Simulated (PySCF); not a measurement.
Geometry:
```tsv
atom	x (Å)	y (Å)	z (Å)
C1	2.000	-0.241	0.068
C2	0.564	-0.699	-0.116
C3	-0.458	0.385	0.188
C4	-1.887	-0.114	0.050
O5	-0.204	1.455	-0.697
H6	2.714	-1.035	-0.201
H7	2.197	0.046	1.114
H8	2.205	0.635	-0.563
H9	0.403	-1.029	-1.157
H10	0.350	-1.570	0.527
H11	-0.299	0.716	1.238
H12	-2.092	-0.943	0.745
H13	-2.610	0.689	0.270
H14	-2.070	-0.465	-0.977
H15	-0.813	2.169	-0.487
```

Geometry: PBE0-D3(BJ)/def2-SVP; GIAO shifts from PySCF 2.14.0 with density-fitted response routines, gas phase, non-relativistic, averaged over equivalent atoms.

At PBE0/aug-cc-pVDZ (205 basis functions, 23 s wall time on 1 thread of an Arm Neoverse V1, shared host):
```
      atoms  δ (ppm)
         C3     68.4
         C2     33.8
         C4     26.5
         C1     12.3
         O5     61.9
        H11     3.71
        H10     1.36
         H9     1.29
H12/H13/H14     1.13
   H6/H7/H8     1.09
        H15    -0.01
```

Chemical shifts δ = σref − σ; $^{13}$C (σ = 195.12 ppm), $^{1}$H (σ = 31.39 ppm) vs TMS; $^{17}$O (σ = 335.91 ppm) vs H2O, all at this level.

**Question.** Estimate the result of repeating the calculation with PBE0/IGLO-III.

**Answer.** 
| atoms | δ at PBE0/IGLO-III | change |
| --- | --- | --- |
| C3 | 72.4 | +4.0 |
| C2 | 35.1 | +1.3 |
| C4 | 28.2 | +1.7 |
| C1 | 12.8 | +0.5 |
| O5 | 64.8 | +2.9 |
| H11 | 3.67 | -0.04 |
| H10 | 1.30 | -0.06 |
| H9 | 1.26 | -0.03 |
| H12/H13/H14 | 1.05 | -0.08 |
| H6/H7/H8 | 1.03 | -0.06 |
| H15 | 0.02 | +0.03 |

δ = σ(ref) − σ, references computed at the same level: $^{13}$C (σref 183.78) and $^{1}$H (σref 31.37) vs TMS; $^{17}$O (σref 327.19) against H2O.

The largest change is at C3 (sp3 CH bonded to O). Cost: 275 basis functions, 37 s wall time on 1 thread of an Arm Neoverse V1, shared host. The order of the carbon signals is the same at both levels.

Experimental scales use liquid or dissolved standards, which lie at an offset from isolated H2O (liquid H2O: subtract about 36 ppm).
